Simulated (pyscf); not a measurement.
Thermochemistry of product channels of H₃C–In(CH₃)–NH₂ (SMILES [CH3][In]([CH3])[NH2]) + H• (SMILES [H]) on the doublet surface, in kJ/mol, from ωB97M-D3(BJ)/def2-TZVP energies (ideal gas, 1 atm, RRHO with modes under 100 cm⁻¹ raised to 100, one conformer, R ln 2 for chiral ones without a mode under 150 cm⁻¹). Single points on ωB97X-D3(BJ)/def2-SVP structures (PySCF, gas phase).

```
products                                                                ΔE  ΔH(298 K)  ΔG(298 K)  ΔG(600 K)
------------------------------------------------------------------  ------  ---------  ---------  ---------
CH₄ (SMILES C) + [H₃C–In–NH₂]• (SMILES [CH3][In][NH2])              -189.0     -170.5     -180.1     -187.1
H₃C–In(CH₃)–NH• (SMILES [CH3][In]([CH3])[NH]) + H₂ (SMILES [H][H])   +35.1      +27.7      +22.3      +16.7
```

These are energies of the channels, which say nothing of barriers. Elements past Kr carry the def2 core potentials, without spin-orbit coupling.
